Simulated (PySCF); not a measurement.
# Name the molecule from its bond curve

A diatomic of charge 0 contains Si. Its triplet curve at PBEsol in a double-zeta basis (no relativity, PySCF), in eV from the separated fragments:

R (Å), E (eV) and a bar:
```
    2.201     -0.951 ##########################
    2.303     -1.202 ###########
    2.405     -1.337 ###
    2.482     -1.381 #
    2.559     -1.390 
    2.636     -1.371 #
    2.738     -1.317 ####
    2.866     -1.218 ##########
    3.020     -1.078 ###################
    3.224     -0.884 ##############################
```

The fit gives ωe = 320 cm⁻¹ and the rotational constant Bₑ = 0.2020 cm⁻¹.

Problem. Which atom is the partner?

Solution. The minimum lies at 2.542 Å, so the reduced mass is 16.8576 u Å² cm⁻¹/(Bₑ·Re²) = 12.91 u. With Si at 27.98 u the partner weighs about 24.0 u: Mg. The molecule is MgSi.

The state is the lowest determinant that a PBE0 search found; another state may lie lower at other levels.
